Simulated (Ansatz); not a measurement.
# N2: the cost of one run

Computed with Ansatz 0.2.0 (CCSD(T) on Hartree-Fock, Gaussian basis cc-pV(T+d)Z, unless a step's input says otherwise).

## 1. The starting structure

Bond lengths: N1–N2 1.100 Å.

Structure file:

```xyz
2

N     0.0000    0.0000    0.0000
N     0.0000    0.0000    1.1000
```

## 2. Relaxing the atoms: N2

The input, input.yaml:

```yaml
relax:
  f_tol: 0.001
  max_steps: 200
crystal:
  periodic: [false, false, false]
  atoms:
    - { symbol: "N", position_ang: [0.0, 0.0, 0.0] }
    - { symbol: "N", position_ang: [0.0, 0.0, 1.1] }
basis:
  gaussian: { orbitals: "cc-pV(T+d)Z.json" }
hamiltonian:
  xc: hf
correlation:
  method: ccsd_t
```

Run with:

```sh
> ansatz run input.yaml --threads 8 --pin off --max-ram 20480MiB --backend cpu --events-out ev --progress --plain --runs-dir out
```

What time and memory should one allow on 8 threads of Intel Xeon 6975P-C (Granite Rapids), shared host?

About 1.5 s, with a peak of 0.22 GiB.
